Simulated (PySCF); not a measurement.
dichloromethane cation (CH₂Cl₂), SMILES ClCCl (connectivity only; charge and spin as stated), charge +1, multiplicity 2. Atoms are numbered in the order given.

```xyz
5

Cl    -1.4863     0.0000    -0.1990
C      0.0000     0.0000     0.6745
Cl     1.4863     0.0000    -0.1990
H      0.0000    -0.8753     1.3590
H      0.0000     0.8753     1.3590
```
Charge +1, spin multiplicity 2.

Geometry: TPSSh-D3(BJ)/def2-TZVP. The spin state was assumed, not searched.

Level of theory: TDA-PBE0/def2-SVPD in PySCF 2.14.0.

Vertical excitations. Isolated molecule, no solvent.

Give excitation energies, oscillator strengths and character. (The exact figures need the calculation; the answer reports its results.)


```
state    energy (eV)  λ (nm)      f                                main pairs
-------  -----------  ------  -----  ----------------------------------------
root 1          0.64    1942  0.000                       β HOMO−1→LUMO 100 %
root 2          0.95    1305  0.000                       β HOMO−2→LUMO 100 %
root 3          2.01     617  0.123                          β HOMO→LUMO 93 %
root 4          4.65     267  0.000                        β HOMO−3→LUMO 99 %
root 5          5.00     248  0.000                        β HOMO−4→LUMO 99 %
root 6          5.67     219  0.037                        β HOMO−5→LUMO 96 %
root 7          7.02     177  0.000  α HOMO−1→LUMO 44 %, β HOMO−1→LUMO+1 48 %
root 8          7.09     175  0.000                        β HOMO→LUMO+1 92 %
root 9          7.31     170  0.000  α HOMO−2→LUMO 41 %, β HOMO−2→LUMO+1 48 %
root 10         7.47     166  0.000                          α HOMO→LUMO 92 %
```
Unrestricted roots are not spin-pure.
